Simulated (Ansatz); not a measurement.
A run for Ansatz (a quantum-chemistry and plane-wave program): U-wB97M-V/def2-TZVPP on C2H5 (SMILES [CH2]C), 2S+1 = 2, atoms moved off the minimum.

Ansatz 0.2 input:
```yaml
crystal:
  periodic: [false, false, false]
  atoms:
    - {symbol: C, position_ang: [0.78347782, -0.10720905, -0.04036677]}
    - {symbol: C, position_ang: [-0.67225849, 0.08777655, -0.02723772]}
    - {symbol: H, position_ang: [1.40502851, 0.76141494, 0.19878443]}
    - {symbol: H, position_ang: [1.23794517, -1.06160771, -0.15408447]}
    - {symbol: H, position_ang: [-1.16270184, -0.07553180, 1.01927559]}
    - {symbol: H, position_ang: [-1.00100880, 1.10422204, -0.24823179]}
    - {symbol: H, position_ang: [-1.20140590, -0.61447226, -0.72269574]}
basis:
  gaussian:
    orbitals: def2-TZVPP
hamiltonian:
  xc: {name: wB97M-V}
magnetization: {spin_polarized: true, initial_magnetization: 1}
output: {forces: true}
```

It printed:

```
WARN ansatz: RAYON_NUM_THREADS=1 ignored (pool sized by the plan → 1); use --threads N
Functional definition: wB97M-V
integrals: 0.04 GiB planned
655 factors; their error is unknown
integrals: 0.07 GiB planned
183 factors; integrals over basis functions are off by at most 1.4e-5 eV
mean field: 0.61 GiB planned
mean field evaluation 1: about -2150.2363 eV, gradient 2.4e1 eV
mean field evaluation 2: about -2151.6009 eV, gradient 1.8e1 eV
mean field evaluation 4: about -2153.0541 eV, gradient 3.5e-1 eV
mean field evaluation 8: about -2153.0487 eV, gradient 3.5e-1 eV
mean field -2153.04907840 eV, -79.1230942421 hartree, gradient 8.3e-5 eV, S^2 0.753739; 0 other end points of the search recorded, 0 dependent functions left out
the calculation of the forces begins
reference -2153.04911632 eV, -79.1230956358 hartree; 9, 8 occupied and 123, 124 virtual orbitals, 655 factors
Total energy: -2153.04911632 eV, -79.1230956358 hartree
Atom 0 at     0.783478    -0.107209    -0.040367 Å, force     0.059492     1.363564     0.323772 eV/Å
Atom 1 at    -0.672258     0.087777    -0.027238 Å, force    -1.730600    -0.836249     0.958133 eV/Å
Atom 2 at     1.405029     0.761415     0.198784 Å, force    -0.053124    -0.549803    -0.126925 eV/Å
Atom 3 at     1.237945    -1.061608    -0.154084 Å, force     0.191779    -0.495235    -0.066731 eV/Å
Atom 4 at    -1.162702    -0.075532     1.019276 Å, force     0.867289    -0.065864    -1.424906 eV/Å
Atom 5 at    -1.001009     1.104222    -0.248232 Å, force     0.290472     0.011397    -0.275254 eV/Å
Atom 6 at    -1.201406    -0.614472    -0.722696 Å, force     0.374692     0.572191     0.611910 eV/Å
Dipole moment:    -0.051874     0.007689     0.020893 e Å
```

The calculation finished and met its thresholds.

Cost: very roughly 8 core-seconds.
